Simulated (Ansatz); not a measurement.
## Strength of the Mg–H bond: C2H6Mg → C2H5Mg + H

Species: C2H6Mg `C[CH2][MgH]`, singlet; C2H5Mg `C[CH2][Mg]`, doublet; H atom, doublet. 

Shapes, held fixed at every level: PBE0-D4/def2-TZVP. Programs: Ansatz 0.2.0. The zero-point and thermal change to 298 K, harmonic and unscaled (PBE0-D4/def2-TZVP), is -10.2 kJ/mol.

(1) Estimate ΔH(298 K) of this reaction.

Answers

(1) The highest level, CCSD(T)/def2-TZVPP, gives ΔH(298 K) = +285.5 kJ/mol; the levels span +203.0 to +295.4. The column of differences is taken from that level and isn't an error. Hartree–Fock misses the correlation of the pair that is broken and comes out low. No measured value is set beside it here. Open shells run unrestricted unless RO is named. Correlated rows may include outer-core shells of Mg, which these sets cover unevenly.

```csv
level,kind,ΔH(298 K) (kJ/mol),less CCSD(T)/def2-TZVPP
HF/def2-SVP,Hartree–Fock,+203.4,-82.1
HF/def2-TZVPP,Hartree–Fock,+203.0,-82.5
PBE-D4/def2-TZVPP,GGA,+264.0,-21.5
r2SCAN-D4/def2-TZVPP,meta-GGA,+273.7,-11.8
wB97M-V/def2-TZVPP,range-separated hybrid,+295.4,+9.9
CCSD(T)/def2-SVP,coupled cluster or CI,+275.7,-9.8
CCSD/def2-TZVPP,coupled cluster or CI,+285.9,+0.4
CCSD(T)/def2-TZVPP,coupled cluster or CI,+285.5,0.0
```
